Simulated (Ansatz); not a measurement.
A made-up structure of Mg$_{2}$HF, closed shell:

```xyz
4
angstrom
F -0.8695 0.0307 0.4543
Mg 0.1360 -0.2245 1.3826
Mg -0.1384 0.2287 -1.4075
H -0.3027 0.5045 -3.0922
```

It is relaxed with PBE-D4/def2-SVP and then PBE0-D4/def2-TZVP (Ansatz 0.2.0). Atoms count as bonded within 1.22 times the sum of their covalent radii (H–H: 0.88 Å). The end point is not checked to be a true minimum.

Task: Does its bonding change? (Judge from chemistry; the calculation decides.)

Result: By the calculation: No: no bond forms or breaks.

Where it ends: The first stage lowers the energy by 3.99 eV in 6 steps. It ends as Mg₂HF ([F]1[Mg][MgH]1):
F1  (-1.149, 0.092, 0.265)
Mg2  (0.402, -0.266, 1.454)
Mg3  (-0.231, 0.232, -1.352)
H4  (-0.196, 0.482, -3.029)
(Å)

Labels in which every atom is bracketed show which atoms are joined, not bond orders.

For scale, one of the runs: PBE0-D4/def2-TZVP relaxation, 101 basis functions, launched by `ansatz run in.yaml --threads 2 --pin off --events-out ev --progress --plain --max-ram 4352MiB`. The run took about 8 s on 2 CPU threads of an Arm Neoverse V1 (shared host).
